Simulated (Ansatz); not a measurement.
hcp Os was calculated with r²SCAN in Ansatz (plane waves, PAW).

Settings: plane-wave cutoff 500 eV, 14×12×1 k mesh (along the axes of the cell as run), Fermi–Dirac smearing 0.1 eV, scalar-relativistic PAW data made under PBE.

Predict the surface energy of the (11-20) face and work function of the (11-20) face.


- surface energy of the (11-20) face: 4.44 J/m²
- work function of the (11-20) face: 4.83 eV

The slab of 20 atoms is relaxed and unreconstructed.

Spin–orbit coupling is not included.

Static lattice: no zero-point or thermal effects.

The result took very roughly 90 core-minutes.

Ansatz is a quantum-chemistry and plane-wave program.
